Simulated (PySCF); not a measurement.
Compound: C3HClO.
SMILES: `O=c1cc1Cl`

Theory: EOM-IP-CCSD/aug-cc-pVDZ in PySCF, restricted Hartree–Fock reference, 9 core orbitals frozen, non-relativistic, gas phase, PBE0-D3(BJ)/def2-SVP geometry.

The vertical ionisation energies are 9.66, 10.89, 12.33, 13.35, 14.66, 15.18, 15.51, 16.50 eV.

Q: Which Hartree–Fock orbital leads each hole, and what is its Koopmans value −ε?

A: 
| leading hole (HF orbital) | Koopmans (eV) | EOM-IP-CCSD (eV) | change (eV) | one-hole share |
| --- | --- | --- | --- | --- |
| HOMO | 11.00 | 9.66 | -1.34 | 0.95 |
| HOMO-1 | 11.34 | 10.89 | -0.45 | 0.95 |
| HOMO-2 | 13.46 | 12.33 | -1.13 | 0.95 |
| HOMO-3 | 14.49 | 13.35 | -1.14 | 0.94 |
| HOMO-4 | 16.34 | 14.66 | -1.68 | 0.94 |
| HOMO-6 | 17.04 | 15.18 | -1.86 | 0.93 |
| HOMO-5 | 16.68 | 15.51 | -1.17 | 0.92 |
| HOMO-7 | 18.72 | 16.50 | -2.22 | 0.93 |

Q: Does the order of the lines follow the orbital energies?

A: No: the HOMO-6 hole (15.18 eV) falls below the HOMO-5 hole (15.51 eV). The corrections run from -2.22 to -0.45 eV, with a mean of -1.37 eV over the 8 lines; no line lies above its Koopmans value. Koopmans values leave out both the relaxation of the orbitals and the change in correlation energy.

Q: At what kinetic energies would He II light (40.81 eV) eject these electrons?

A: 31.15 eV (HOMO), 29.92 eV (HOMO-1), 28.48 eV (HOMO-2), 27.46 eV (HOMO-3), 26.15 eV (HOMO-4), 25.63 eV (HOMO-6), 25.30 eV (HOMO-5), 24.31 eV (HOMO-7).

Q: What total energy has the lowest final state, and which wavelength reaches it?

A: E(CCSD) + ionisation energy = -649.21847 + 0.35490 = -648.86357 Eh, at the geometry of the initial state. The threshold wavelength is 1239.84 eV nm/9.66 eV = 128.3 nm.

One root was sought for each valence orbital with −ε under 21 eV, eight at most, so deeper holes and satellites are missing; no vibrational structure.
